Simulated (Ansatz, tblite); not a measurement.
**The cluster Cu₂Br+: one state, many levels**

One table from this session's results is given with a row withheld; the runs are named, their logs left out.

Program: Ansatz 0.2.0, Gaussian basis. Level of theory: as each input shows. These are calculated values, not measurements.

The runs, in order: GFN1-xTB, GFN2-xTB, PBE-D4/def2-TZVP, r2SCAN-D4/def2-TZVP, revPBE-D4/def2-TZVP, r2SCAN0-D4/def2-TZVP, PBE-QIDH/def2-TZVP, BLYP-D4/def2-TZVP, CAM-B3LYP-D4/def2-TZVP, PBE-D4/def2-SVP, PBE0-D4/def2-SVP, HF/STO-3G, CCSD(T)/def2-TZVPP, MP2/def2-TZVP, RPA/def2-TZVP.

## The relaxed structure

The singlet was relaxed beforehand with PBE0-D4/def2-TZVP. At that level it is the lowest of the isomers that a small search found.

3 atoms, charge 1, spin multiplicity 1.

Bond lengths: Cu1–Br3 2.285 Å, Cu2–Br3 2.285 Å. Angles: Cu1–Br3–Cu2 105.9°.

No spin-orbit coupling is included. The ion is computed in the gas phase, without counter-ions or solvent.

PBE0-D4/def2-TZVP was run before; its log isn't repeated, and its numbers join the tables.

Set-up of the first run:

Tight binding, by tblite at 300 K electronic temperature and without a spin-polarisation term:

```python
tblite.interface.Calculator('GFN1-xTB', numbers, positions, charge=1, uhf=0).singlepoint()
```

Tight binding, by tblite at 300 K electronic temperature and without a spin-polarisation term:

```python
tblite.interface.Calculator('GFN2-xTB', numbers, positions, charge=1, uhf=0).singlepoint()
```

start.molden holds the orbitals of an earlier run on this state, given as this run's starting guess.

Contents of in.yaml:

```yaml
crystal:
  periodic: [false, false, false]
  atoms:
    - {symbol: Cu, position_ang: [1.096045, -1.052499, -1.108118]}
    - {symbol: Cu, position_ang: [-0.776812, 1.643531, 0.482041]}
    - {symbol: Br, position_ang: [-0.319233, -0.591032, 0.626077]}
basis:
  gaussian: {orbitals: def2-TZVP, initial_orbitals: start.molden}
total_charge: 1
hamiltonian: {xc: pbe, dispersion: d4}
scf: {omitted_lower_state_checks: [starts]}
output: {orbitals: {seedname: orbitals}}
```

Command:

```sh
> ansatz run in.yaml --threads 4 --pin off --events-out ev --progress --plain --max-ram 3916MiB
```

Steps of the session up to this table: PBE-D4/def2-TZVP; r2SCAN-D4/def2-TZVP; revPBE-D4/def2-TZVP; r2SCAN0-D4/def2-TZVP; PBE-QIDH/def2-TZVP; BLYP-D4/def2-TZVP; CAM-B3LYP-D4/def2-TZVP; PBE-D4/def2-SVP; PBE0-D4/def2-SVP; HF/STO-3G; CCSD(T)/def2-TZVPP; MP2/def2-TZVP; RPA/def2-TZVP.

One table of the session follows, with a row left open; its other results are not shown here.

| level | HOMO (eV) | LUMO (eV) | gap (eV) |
| --- | --- | --- | --- |
| HF/STO-3G | -12.26 | -3.54 | 8.72 |
| PBE-D4/def2-SVP | -10.27 | -8.18 | 2.09 |
| PBE-D4/def2-TZVP | ? | ? | ? |
| revPBE-D4/def2-TZVP | -10.87 | -8.49 | 2.38 |
| BLYP-D4/def2-TZVP | -10.96 | -8.73 | 2.23 |
| r2SCAN-D4/def2-TZVP | -11.04 | -8.21 | 2.82 |
| PBE0-D4/def2-SVP | -12.07 | -7.10 | 4.97 |
| PBE0-D4/def2-TZVP | -12.53 | -7.45 | 5.08 |
| r2SCAN0-D4/def2-TZVP | -12.64 | -7.21 | 5.43 |
| CAM-B3LYP-D4/def2-TZVP | -13.95 | -6.63 | 7.32 |

Q: Estimate the row for PBE-D4/def2-TZVP from the others.

**Answer.** HOMO (eV): -10.98; LUMO (eV): -8.63; gap (eV): 2.35. In the column «HOMO (eV)» it lies between r2SCAN-D4/def2-TZVP (-11.04) and BLYP-D4/def2-TZVP (-10.96).
